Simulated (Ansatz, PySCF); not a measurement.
System: Si2N2H8 (charge 0, singlet). SMILES: [SiH2](N)[SiH2]N
Coordinates optimised at B3LYP-D3(BJ)/def2-TZVP (Ansatz, an electronic-structure program):
```xyz
12

N     -1.5628     0.1500     1.1628
Si    -1.1791    -0.3618    -0.4480
Si     1.1313     0.0320    -0.6641
N      1.6528     0.4706     0.9295
H     -2.4916     0.0239     1.5356
H     -1.1507     1.0057     1.5034
H     -1.5239    -1.8019    -0.5579
H     -1.9335     0.3221    -1.5390
H      1.4325     1.1718    -1.5668
H      1.8131    -1.1530    -1.2625
H      2.6048     0.7575     1.0990
H      1.2889    -0.0520     1.7122
```

M06-2X/6-31G* (5d) beside other levels, property by property. Conventions: UHF or UKS for open shells; non-relativistic; no dispersion term unless named; no spin-orbit coupling; frozen cores in correlated levels; 6-311+G** with 5d, 6d on Na to Ar in Ansatz; LANL2DZ with its own core potentials from Na on; six Cartesian d functions in 6-31G* and its kin unless marked 5d; atomisation electronic, to ground-state atoms. CBS(X,Y): correlation extrapolated as X^-3; Hartree-Fock from the larger set. Ab initio and DFT rows: single points at B3LYP-D3(BJ) geometries (Ansatz), with unscaled harmonic terms from B3LYP/6-31G* (Ansatz) at its own minima, enthalpies of formation by atomisation with measured atoms. Sets without +, aug- or the D of def2-TZVPD hold no diffuse functions, which anions need.

Coupled cluster (Ansatz) is a level with limits of its own, used here on species with T1 under 0.025 (0.045 for open shells) and stable references: (a) CCSD(T)/CBS(aug-cc-pV(T+d)Z,aug-cc-pV(Q+d)Z); (b) CCSD(T)/CBS(cc-pV(T+d)Z,cc-pV(Q+d)Z).

| property | M06-2X/6-31G* (5d) (PySCF) | B3LYP/LANL2DZ (Ansatz) | B3LYP/6-311+G** (Ansatz) | r2SCAN-D4/def2-TZVPD (Ansatz + dftd4) | to compare with |
|---|---|---|---|---|---|
| deprotonation enthalpy (H-N bond) at 298 K, to [NH-][SiH2][SiH2]N + H+ (kcal/mol) | 377.4 | 386.0 | 369.7 | 366.7 | 367.8 coupled cluster (a) |
| H-N bond dissociation enthalpy at 298 K, to [NH][SiH2][SiH2]N + H atom (kcal/mol) | 107.3 | 108.3 | 103.8 | 100.5 | 109.0 coupled cluster (b) |
| N-Si bond dissociation enthalpy at 298 K, to N[SiH2][SiH2] + [NH2] (NH2) (kcal/mol) | 97.8 | 88.8 | 90.0 | 91.4 | 99.3 coupled cluster (a) |
| H-Si bond dissociation enthalpy at 298 K, to N[SiH][SiH2]N + H atom (kcal/mol) | 85.4 | 80.4 | 82.9 | 81.1 | 87.3 coupled cluster (b) |
| enthalpy of formation at 298 K (kcal/mol) | 4.3 | 33.8 | -2.1 | -12.7 | -22.0 coupled cluster (a) |
| atomisation energy (kcal/mol) | 895.6 | 866.0 | 902.0 | 912.5 | 921.9 coupled cluster (a) |
| proton affinity at N (heteroatom site), enthalpy at 298 K, to N[SiH2][SiH2][NH3+] (kcal/mol) | 225.6 | 231.7 | 222.6 | 220.0 | 219.5 coupled cluster (b) |

As the rows show:
- deprotonation enthalpy (H-N bond) at 298 K, to [NH-][SiH2][SiH2]N + H+: M06-2X/6-31G* (5d) lies 9.6 kcal/mol above coupled cluster.
- H-N bond dissociation enthalpy at 298 K, to [NH][SiH2][SiH2]N + H atom: M06-2X/6-31G* (5d) lies 1.7 kcal/mol below coupled cluster.
- N-Si bond dissociation enthalpy at 298 K, to N[SiH2][SiH2] + [NH2] (NH2): M06-2X/6-31G* (5d) lies 1.5 kcal/mol below coupled cluster.
- H-Si bond dissociation enthalpy at 298 K, to N[SiH][SiH2]N + H atom: M06-2X/6-31G* (5d) lies 1.9 kcal/mol below coupled cluster.
- enthalpy of formation at 298 K: M06-2X/6-31G* (5d) lies 26.3 kcal/mol above coupled cluster.
- atomisation energy: M06-2X/6-31G* (5d) lies 26.3 kcal/mol below coupled cluster.
- proton affinity at N (heteroatom site), enthalpy at 298 K, to N[SiH2][SiH2][NH3+]: M06-2X/6-31G* (5d) lies 6.1 kcal/mol above coupled cluster.

The properties are those with a value to compare with, at most eight drawn at random. No case is left out for the size of its miss. Left out are saddle points of the reference geometry, anions that the best level run finds unbound, excited spin states, species near biochemistry, 298 K rows of species without real B3LYP wavenumbers, cases with under five habitual levels, runs that failed or that the program found above a lower state of the same kind, table entries that another table contradicts, and a share of species set aside by lot.
